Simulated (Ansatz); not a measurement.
The same path of C₂H₇Al (10 atoms, charge 0, multiplicity 1) was run twice with different band settings. The coordinate that changes most is the dihedral H8–C2–Al3–H10.

Computed with RKS B3LYP/def2-SVP in Ansatz 0.2.0.

Relaxed end points:

```xyz
10
Properties=species:S:1:pos:R:3
C -1.059 0.360 -0.679
C -0.079 -0.675 -0.083
Al 1.425 0.114 0.926
H -1.881 -0.124 -1.234
H -0.560 1.046 -1.386
H -1.529 0.984 0.101
H 0.327 -1.303 -0.897
H -0.635 -1.363 0.580
H 1.300 0.393 2.488
H 2.775 0.517 0.186
```

```xyz
10
Properties=species:S:1:pos:R:3
C -1.254 0.290 -0.382
C 0.024 -0.560 -0.291
Al 1.544 0.149 0.744
H -2.039 -0.198 -0.986
H -1.059 1.274 -0.841
H -1.687 0.487 0.613
H 0.409 -0.787 -1.306
H -0.208 -1.561 0.126
H 1.475 1.565 1.471
H 2.879 -0.710 0.855
```

Common settings: climbing image yes; spring 5.0 eV/Å²; optimiser quadratic models (default); start path IDPP; force threshold 0.03 eV/Å; iteration limit 60; end points relaxed.

| run | movable images |
| --- | --- |
| 1 | 7 |
| 2 | 1 |

Problem. What does each run give, and how far can it be trusted?

Solution. Run 1: converged after 4 iterations, highest image 0.000 eV above the first end. The highest image is an end point: on this band no image between the ends rises above it.
Run 2: converged after 11 iterations, highest image 0.000 eV above the first end. The highest image is an end point: on this band no image between the ends rises above it. So few images can step over the top or miss a turn of the path.
